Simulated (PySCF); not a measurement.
Coumarin, C₉H₆O₂.
SMILES with atom numbers: `[O:1]=[c:2]1[cH:3][cH:4][c:5]2[cH:6][cH:7][cH:8][cH:9][c:10]2[o:11]1` (hydrogens: H12 on C3; H13 on C4; H14 on C6; H15 on C7; H16 on C8; H17 on C9)

Computed by this run: PBE0-D3(BJ)/def2-SVP geometry optimisation, gas phase (PySCF); density fitting, grid level 1; the optimiser is geomeTRIC in internal coordinates, started from a GFN2-xTB structure.

Step 0: E = -13500.1149 eV
```
atom  x, y, z in Å  |  force x, y, z in eV/Å
O1     -3.2095   -1.9958   -0.1871    0.308   0.280   0.044
C2     -2.3235   -1.1834   -0.1123   -0.724  -0.477  -0.054
C3     -2.5138    0.2562    0.0103    0.185  -0.173  -0.011
C4     -1.4713    1.1021    0.0866    0.115  -0.218  -0.024
C5     -0.1313    0.5941    0.0480   -0.119  -0.119  -0.009
C6      1.0068    1.4040    0.1205   -0.131  -0.178  -0.016
C7      2.2632    0.8448    0.0800    0.142   0.003   0.001
C8      2.4101   -0.5358   -0.0335   -0.051   0.135   0.009
C9      1.3047   -1.3560   -0.1079   -0.357   0.006  -0.001
C10     0.0287   -0.7962   -0.0680    0.148  -0.058  -0.008
O11    -1.0301   -1.6324   -0.1441    0.262   0.183   0.024
H12    -3.5391    0.5884    0.0355   -0.440   0.118   0.007
H13    -1.6164    2.1695    0.1777   -0.117   0.450   0.036
H14     0.8802    2.4728    0.2085   -0.056   0.471   0.039
H15     3.1380    1.4744    0.1362    0.376   0.280   0.025
H16     3.3984   -0.9682   -0.0638    0.434  -0.212  -0.018
H17     1.3978   -2.4264   -0.1966    0.024  -0.491  -0.042
```

**Question.** Estimate the geometry and energy of step 1. (The exact step hangs on the optimiser's Hessian estimate; all steps are aligned on step 0, rigid shifts and turns removed.)

**Answer.** E = -13500.1487 eV, largest force 0.202 eV/Å
```
atom  x, y, z in Å  |  force x, y, z in eV/Å
O1     -3.2085   -2.0166   -0.1162   -0.070  -0.052  -0.072
C2     -2.3425   -1.1917   -0.0966    0.169   0.058   0.095
C3     -2.5276    0.2535   -0.0070   -0.109   0.004  -0.015
C4     -1.4797    1.1011    0.0686    0.001   0.085   0.015
C5     -0.1313    0.6007    0.0423    0.028  -0.032   0.003
C6      1.0133    1.4092    0.1305   -0.015   0.094   0.013
C7      2.2793    0.8475    0.0954    0.041   0.052   0.000
C8      2.4200   -0.5390   -0.0388    0.067  -0.058  -0.007
C9      1.3055   -1.3618   -0.1287    0.043  -0.054   0.006
C10     0.0343   -0.7911   -0.0792   -0.089  -0.008   0.010
O11    -1.0284   -1.6194   -0.1436   -0.040  -0.029  -0.035
H12    -3.5648    0.5935    0.0090    0.040  -0.009   0.009
H13    -1.6399    2.1811    0.1539    0.002  -0.049  -0.014
H14     0.8877    2.4915    0.2319    0.002  -0.040  -0.010
H15     3.1646    1.4829    0.1720   -0.023  -0.014  -0.011
H16     3.4184   -0.9841   -0.0709   -0.037   0.018  -0.002
H17     1.3926   -2.4454   -0.2325   -0.011   0.035   0.014
```

The energy changes by -0.0337 eV. The first-order estimate −F·Δx gives -0.0784 eV and the mean of the old and new forces, exact on a quadratic surface, -0.0344 eV. The step makes an angle of 69° with the force vector and moves no atom by more than 0.074 Å.

The cost below is that of the whole optimisation. Cost: about 4 min of CPU time on one thread; the machine was shared, so the figure is rough.
